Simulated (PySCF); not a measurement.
# SiN⁺: energy against distance

Set-up: basis Si 6-311G(d,p), N 6-311G(d,p); no relativity; PySCF 2.14. Energies in eV from Si⁺ + N in their ground configurations at the same level. All curves are PBE0. state 1: ³Σ⁻ (triplet), unpaired electrons π ↑↑; state 2: ³Π (triplet), unpaired electrons σ ↑, π ↑, a second solution, started from another occupation; state 3: Ms = 0 determinant of mixed spin (⟨S²⟩ near 1.0), unpaired electrons π ↑↓, a mixture of terms (⟨Lz²⟩ = 2.0), a second solution, started from another occupation; state 4: Ms = 0 determinant of mixed spin (⟨S²⟩ near 1.0), unpaired electrons σ ↓, π ↑, a second solution, started from another occupation.

```json
{"R (Å)": "1.544", "state 1": "-1.463", "state 2": "-1.995", "state 3": "-0.953", "state 4": "-1.627"}
{"R (Å)": "1.615", "state 1": "-2.040", "state 2": "-2.263", "state 3": "-1.535", "state 4": "-1.873"}
{"R (Å)": "1.687", "state 1": "-2.354", "state 2": "-2.314", "state 3": "-1.852", "state 4": "-1.900"}
{"R (Å)": "1.741", "state 1": "-2.465", "state 2": "-2.253", "state 3": "-1.963", "state 4": "-1.820"}
{"R (Å)": "1.795", "state 1": "-2.496", "state 2": "-2.136", "state 3": "-1.993", "state 4": "-1.680"}
{"R (Å)": "1.849", "state 1": "-2.467", "state 2": "-1.980", "state 3": "-1.962", "state 4": "-1.499"}
{"R (Å)": "1.921", "state 1": "-2.359", "state 2": "-1.744", "state 3": "-1.850", "state 4": "-1.216"}
{"R (Å)": "2.010", "state 1": "-2.152", "state 2": "-1.447", "state 3": "-1.634", "state 4": "-0.841"}
{"R (Å)": "2.118", "state 1": "-1.846", "state 2": "-1.138", "state 3": "-1.310", "state 4": "-0.451"}
{"R (Å)": "2.262", "state 1": "-1.411", "state 2": "-0.834", "state 3": "-0.831", "state 4": "-0.048"}
```

Question: Put a parabola through the three lowest points of the state 1 curve and estimate Re, k and ωe (reduced mass 9.332 u; 1 eV/Å² = 0.16022 mdyn/Å; ωe = 1302.8·√(k/μ) cm⁻¹).

Answer: Through R = 1.741, 1.795, 1.849 Å the second-order coefficient is 10.3 eV/Å², so Re ≈ 1.796 Å, k ≈ 3.30 mdyn/Å and ωe ≈ 774 cm⁻¹. A polynomial fit of higher order to the unrounded PBE0 energies gives Re = 1.793 Å, k = 3.35 mdyn/Å, ωe = 781 cm⁻¹; anharmonicity and rounding make the difference.

The higher-order fit for each curve: state 1: Re = 1.793 Å, ωe = 781 cm⁻¹, De = 2.50 eV; state 2: Re = 1.672 Å, ωe = 943 cm⁻¹, minimum 2.32 eV below the ground-state fragments; state 3: Re = 1.792 Å, ωe = 790 cm⁻¹, minimum 1.99 eV below the ground-state fragments; state 4: Re = 1.661 Å, ωe = 972 cm⁻¹, minimum 1.91 eV below the ground-state fragments.

⟨S²⟩ of the unrestricted solution departs from its pure value on part of the curve, where spin states mix. For an ion De counts to the pair picked by the measured ionisation energies or electron affinities, which need not be the lowest pair at this level. The state was picked by a PBE0 search and need not be the measured ground state.
